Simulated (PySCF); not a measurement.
## How good is the calculation?

Molfile (atoms numbered from 1):
```
CHCl3
     RDKit          3D

  5  4  0  0  0  0  0  0  0  0999 V2000
   -0.1716    1.2188   -1.2162 Cl  0  0  0  0  0  0  0  0  0  0  0  0
    0.0538   -0.0854   -0.0588 C   0  0  0  0  0  0  0  0  0  0  0  0
    1.0931    0.4156    1.2693 Cl  0  0  0  0  0  0  0  0  0  0  0  0
   -1.4912   -0.6823    0.5357 Cl  0  0  0  0  0  0  0  0  0  0  0  0
    0.5467   -0.9030   -0.5736 H   0  0  0  0  0  0  0  0  0  0  0  0
  1  2  1  0
  2  3  1  0
  2  4  1  0
  2  5  1  0
M  END
```

The experiment to reproduce: δ $^{13}$C C2 78.8; δ $^{1}$H H5 7.33 ppm (measured; solution, TFE-d3, 298 K; Fulmer et al., Organometallics 2010, 29, 2176).
δ $^{13}$C C2 79.4; δ $^{1}$H H5 7.90 ppm (measured; solution, CD3OD, 298 K; Fulmer et al., Organometallics 2010, 29, 2176).
δ $^{13}$C C2 79.2; δ $^{1}$H H5 7.89 ppm (measured; solution, THF-d8, 298 K; Fulmer et al., Organometallics 2010, 29, 2176).
δ $^{13}$C C2 79.2; δ $^{1}$H H5 8.02 ppm (measured; solution, acetone-d6, 298 K; Fulmer et al., Organometallics 2010, 29, 2176).
δ $^{13}$C C2 77.9 ppm (measured; solution, toluene-d8, 298 K; Fulmer et al., Organometallics 2010, 29, 2176).
δ $^{13}$C C2 79.2; δ $^{1}$H H5 8.32 ppm (measured; solution, DMSO-d6, 298 K; Fulmer et al., Organometallics 2010, 29, 2176).

[PySCF 2.14.0 with density-fitted response routines: σ from GIAO-B97-2/pcSseg-2; coordinates at the PBE0-D3(BJ)/def2-TZVP level; one conformer; gas phase; relativity neglected; fast rotation and ring inversion assumed for equivalent nuclei]

**Question.** What does the calculation give, and how does it compare?

**Answer.** 
Reference values: measured (solution, TFE-d3, 298 K; Fulmer et al., Organometallics 2010, 29, 2176).
| atoms | quantity | reference | computed | computed, scaled |
| --- | --- | --- | --- | --- |
| C2 | δ $^{13}$C | 78.8 | 103.0 | 81.4 |
| H5 | δ $^{1}$H | 7.33 | 7.48 | 7.17 |

Reference values: measured (solution, CD3OD, 298 K; Fulmer et al., Organometallics 2010, 29, 2176).
| atoms | quantity | reference | computed | computed, scaled |
| --- | --- | --- | --- | --- |
| C2 | δ $^{13}$C | 79.4 | 103.0 | 81.4 |
| H5 | δ $^{1}$H | 7.90 | 7.48 | 7.17 |

Reference values: measured (solution, THF-d8, 298 K; Fulmer et al., Organometallics 2010, 29, 2176).
| atoms | quantity | reference | computed | computed, scaled |
| --- | --- | --- | --- | --- |
| C2 | δ $^{13}$C | 79.2 | 103.0 | 81.4 |
| H5 | δ $^{1}$H | 7.89 | 7.48 | 7.17 |

Reference values: measured (solution, acetone-d6, 298 K; Fulmer et al., Organometallics 2010, 29, 2176).
```json
{"atoms": "C2", "quantity": "δ $^{13}$C", "reference": "79.2", "computed": "103.0", "computed, scaled": "81.4"}
{"atoms": "H5", "quantity": "δ $^{1}$H", "reference": "8.02", "computed": "7.48", "computed, scaled": "7.17"}
```

Reference values: measured (solution, toluene-d8, 298 K; Fulmer et al., Organometallics 2010, 29, 2176).
```csv
atoms,quantity,reference,computed,"computed, scaled"
C2,δ $^{13}$C,77.9,103.0,81.4
```

Reference values: measured (solution, DMSO-d6, 298 K; Fulmer et al., Organometallics 2010, 29, 2176).
```csv
atoms,quantity,reference,computed,"computed, scaled"
C2,δ $^{13}$C,79.2,103.0,81.4
H5,δ $^{1}$H,8.32,7.48,7.17
```

Computed shifts are σ(ref) − σ with the named reference compound (TMS for H and C) calculated as an isolated molecule at the same level. The measured values may be among those fitted. Empirical linear scaling, fitted to shifts measured mostly in CDCl3 for H and C (δ vs TMS): $^{1}$H: δ = 29.89 − 0.940σ (rms 0.14 ppm, 403 shifts, 0.16 ppm with the 5 outliers that the fit left out); $^{13}$C: δ = 176.90 − 0.966σ -5.3 per attached Cl (rms 2.0 ppm, 686 shifts, 2.1 ppm with the 3 outliers that the fit left out). Occasional misses reach two or three times the rms, and more in compound classes unlike the fitted ones.

**Question.** How far are the unscaled $^{13}$C shifts from the references?

**Answer.** Mean signed difference +24.05 ppm, mean absolute 24.05 ppm over 6 comparisons; the largest is +25.1 ppm at C2 (sp3 CH bonded to 3 Cl).

**Question.** How far are the unscaled $^{1}$H shifts from the references?

**Answer.** Mean signed difference -0.41 ppm, mean absolute 0.47 ppm over 5 comparisons; the largest is -0.84 ppm at H5 (hydrogen on an sp3 CH bonded to 3 Cl).

11 of the 22 published NMR values on file for this molecule are compared. The rest: values from further sources or solvents, protons in aromatic solvents.

Carbons that carry Cl, above all several Cl atoms, come out too deshielded, partly because spin–orbit coupling is missing.
